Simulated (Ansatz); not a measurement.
Diamond was calculated with LDA (Ansatz, a first-principles code, PAW).

Settings: plane-wave cutoff 520 eV, 16×16×16 k mesh, scalar-relativistic PAW data made under PBE.

The cell has the measured lattice: a = b = c = 3.5670 Å, α = β = γ = 90.00°.

Q: Predict the Poisson ratio, elastic constant C44, Young modulus, Voigt–Reuss–Hill bulk modulus, elastic constant C11 and elastic constant C12.

A: 
- Poisson ratio = 0.063
- elastic constant C44 = 555 GPa
- Young modulus = 1098 GPa
- Voigt–Reuss–Hill bulk modulus = 419 GPa
- elastic constant C11 = 1037 GPa
- elastic constant C12 = 110 GPa

Measured, for comparison: elastic constant C44 579 GPa, elastic constant C11 1081 GPa, elastic constant C12 125 GPa (low temperature, zero-point motion not removed; as tabulated in Tanner et al. (2021), arXiv:2110.11888). Computed (rounded) less measured: elastic constant C44 -4 %, elastic constant C11 -4 %, elastic constant C12 -12 %.

Note: the cell isn't this level's own, so it is under some stress, which shifts stiffness and frequencies.

Elastic constants are with the ions relaxed.

Computed values are for the static lattice.

It cost roughly 60 core-seconds of CPU time.
